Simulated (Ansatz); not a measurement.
Run this with the Ansatz DFT code, driven from Python and show what comes out.

`co2.py`:
```python
"""A composite energy for CO2: DFT geometry, MP2 basis limit, coupled-cluster correction."""

import itertools

import ansatz as az
from ase.data import atomic_numbers, covalent_radii
import numpy as np

BASIS = "def2-SVP"
XC = "r2SCAN"

GEOMETRY = """
O     0.36737   -1.07949    0.08721
C     0.00017    0.00009    0.00010
O    -0.36754    1.07940   -0.08730
"""

geometry = az.Crystal.molecule()
for line in GEOMETRY.strip().splitlines():
    symbol, *xyz = line.split()
    geometry = geometry.atom(symbol, [float(v) for v in xyz])

model = geometry.calculation().basis(gaussian=BASIS).functional(XC)
symbols = [site.symbol for site in geometry.cartesian_sites]
start = np.array([site.position_ang for site in geometry.cartesian_sites], dtype=float)
summary = model.relax(force_tolerance=0.01).run(threads=1, backend="cpu").report
end = np.array(summary["positions_ang"])
# pairs closer than 1.2 times the sum of covalent radii, before or after
radius = [covalent_radii[atomic_numbers[s]] for s in symbols]
span = lambda where, i, j: np.linalg.norm(where[i] - where[j])
bonded = [(i, j) for i, j in itertools.combinations(range(len(symbols)), 2) if min(span(start, i, j), span(end, i, j)) < 1.2 * (radius[i] + radius[j])]
print("pair        before    after (A)")
for i, j in bonded:
    print(f"{symbols[i]}{i}-{symbols[j]}{j}".ljust(10), f"{span(start, i, j):8.4f} {span(end, i, j):8.4f}")

minimum = az.Crystal.molecule()
for symbol, place in zip(symbols, end):
    minimum = minimum.atom(symbol, place.tolist())
at_minimum = minimum.calculation()
# MP2 extrapolated to the basis limit, plus the small-basis difference CCSD(T) - MP2
level = lambda method, basis: at_minimum.basis(gaussian=basis).correlation(method).run(threads=1, backend="cpu").report
small, large, cluster = level("mp2", "cc-pVDZ"), level("mp2", "cc-pVTZ"), level("ccsd_t", "cc-pVDZ")
corr = lambda each: (each["free_energy_ev"] - each["reference_energy_ev"]) / 27.211386246
mp2_limit = (27 * corr(large) - 8 * corr(small)) / 19
pieces = {"HF / cc-pVTZ": large["reference_energy_ev"] / 27.211386246, "MP2 correlation, DZ-TZ limit": mp2_limit, "CCSD(T) - MP2 / cc-pVDZ": corr(cluster) - corr(small)}
for name, value in pieces.items():
    print(f"{name:32s} {value:14.6f} Ha")
print(f"{'sum':32s} {sum(pieces.values()):14.6f} Ha")
print("T1 diagnostic", round(cluster["correlation"]["coupled_cluster"]["t1_diagnostic"], 4))
```

```console
$ python co2.py
pair        before    after (A)
O0-C1        1.1436   1.1646
C1-O2        1.1436   1.1646
HF / cc-pVTZ                        -187.706176 Ha
MP2 correlation, DZ-TZ limit          -0.652351 Ha
CCSD(T) - MP2 / cc-pVDZ               -0.014928 Ha
sum                                 -188.373456 Ha
T1 diagnostic 0.0192
```

Notes:
- Total energies depend on the basis set; only differences at equal settings carry meaning.
- The sum leaves out core correlation, relativity, the Hartree-Fock basis error and zero-point energy; a DZ-TZ extrapolation is rough.
- Inner cores stay frozen, so this is valence correlation.
- An extrapolation from small basis sets is rough.
- The whole script took 8.2 s on 1 thread of Arm Neoverse N1, on a shared host, peak memory 0.19 GiB.
